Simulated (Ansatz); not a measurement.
# C6H10: small, medium and large basis sets

How large a basis does C6H10 need? Two functionals are run in growing sets.

Method: one geometry, several basis sets; program: Ansatz 0.2.0, Gaussian basis.

The runs, in order: PBE0-D4/def2-SVP; ωB97M-V/def2-SVP; PBE0-D4/def2-QZVPP; ωB97M-V/def2-QZVPP; the functionals' def2-TZVPP values are taken from earlier runs.

**1. The relaxed structure**

An earlier PBE0-D4 in a triple-zeta def2 set relaxation fixed the geometry.

SMILES `C1CC1C1CC1`, 16 atoms, charge 0, spin multiplicity 1.

Atoms are counted from 1 here; the program's logs count them from 0.

Bond lengths: C1–C2 1.500 Å, C1–C3 1.498 Å, C1–H7 1.083 Å, C1–H8 1.084 Å, C2–C3 1.498 Å, C2–H9 1.083 Å, C2–H10 1.084 Å, C3–C4 1.486 Å, C3–H11 1.087 Å, C4–C5 1.498 Å, C4–C6 1.498 Å, C4–H12 1.087 Å, C5–C6 1.500 Å, C5–H13 1.084 Å, C5–H14 1.083 Å, C6–H15 1.083 Å, C6–H16 1.084 Å. Angles: C2–C1–C3 59.9°, C2–C1–H7 118.3°, C2–C1–H8 117.8°, C3–C1–H7 118.6°, C3–C1–H8 117.3°, H7–C1–H8 114.4°, C1–C2–C3 59.9°, C1–C2–H9 118.3°, C1–C2–H10 117.8°, C3–C2–H9 118.6°, C3–C2–H10 117.3°, H9–C2–H10 114.4°, C1–C3–C2 60.1°, C1–C3–C4 120.2°, C1–C3–H11 116.0°, C2–C3–C4 120.2°, C2–C3–H11 116.0°, C4–C3–H11 114.1° and more.

Geometry (Å):

```
C     1.0396   -1.3408   -1.0174
C     1.5607   -1.1560    0.3773
C     0.1689   -0.7230    0.0330
C    -0.1687    0.7231   -0.0325
C    -1.5603    1.1560   -0.3777
C    -1.0401    1.3407    1.0174
H     0.8140   -2.3457   -1.3521
H     1.4255   -0.6878   -1.7914
H     1.6917   -2.0343    0.9970
H     2.2975   -0.3785    0.5423
H    -0.6325   -1.3494    0.4154
H     0.6329    1.3496   -0.4143
H    -2.2969    0.3785   -0.5433
H    -1.6909    2.0345   -0.9973
H    -0.8148    2.3455    1.3525
H    -1.4265    0.6875    1.7911
```

**2. PBE0-D4 in def2-SVP**

Input file in.yaml:

```yaml
crystal:
  periodic: [false, false, false]
  atoms:
    - {symbol: C, position_ang: [1.039556, -1.340785, -1.017379]}
    - {symbol: C, position_ang: [1.560662, -1.155961, 0.377315]}
    - {symbol: C, position_ang: [0.168876, -0.722988, 0.033016]}
    - {symbol: C, position_ang: [-0.168668, 0.723081, -0.032490]}
    - {symbol: C, position_ang: [-1.560253, 1.156006, -0.377676]}
    - {symbol: C, position_ang: [-1.040100, 1.340682, 1.017392]}
    - {symbol: H, position_ang: [0.813967, -2.345653, -1.352150]}
    - {symbol: H, position_ang: [1.425475, -0.687777, -1.791435]}
    - {symbol: H, position_ang: [1.691708, -2.034334, 0.996999]}
    - {symbol: H, position_ang: [2.297455, -0.378508, 0.542305]}
    - {symbol: H, position_ang: [-0.632503, -1.349419, 0.415448]}
    - {symbol: H, position_ang: [0.632937, 1.349606, -0.414296]}
    - {symbol: H, position_ang: [-2.296877, 0.378525, -0.543279]}
    - {symbol: H, position_ang: [-1.690923, 2.034458, -0.997328]}
    - {symbol: H, position_ang: [-0.814824, 2.345522, 1.352456]}
    - {symbol: H, position_ang: [-1.426497, 0.687543, 1.791100]}
basis:
  gaussian: {orbitals: def2-SVP}
hamiltonian: {xc: pbe0, dispersion: d4}
output: {orbitals: {seedname: orbitals}}
```

The run is started by

```
ansatz run in.yaml --threads 2 --pin off --events-out ev --progress --plain --max-ram 32768MiB --backend cpu
```

Further steps of the session: ωB97M-V in def2-SVP; PBE0-D4 in def2-QZVPP; ωB97M-V in def2-QZVPP.

Q: Predict the results of all the runs planned. Wanted: PBE0-D4: double and triple zeta above quadruple; ωB97M-V: double and triple zeta above quadruple.

**Answer**, as computed:

| quantity | value |
| --- | --- |
| PBE0-D4: double and triple zeta above quadruple | 7.11, 0.35 eV |
| ωB97M-V: double and triple zeta above quadruple | 7.49, 0.33 eV |

**Reading.** PBE0-D4 gains 6.75 eV from double to triple zeta, then 0.35 eV more. These are total energies; as a rule much of such shifts cancels in differences, which this series doesn't test. The LUMO of ωB97M-V is positive and keeps falling with the basis (3.61 to 2.04 eV): an unbound level that the basis holds in place.
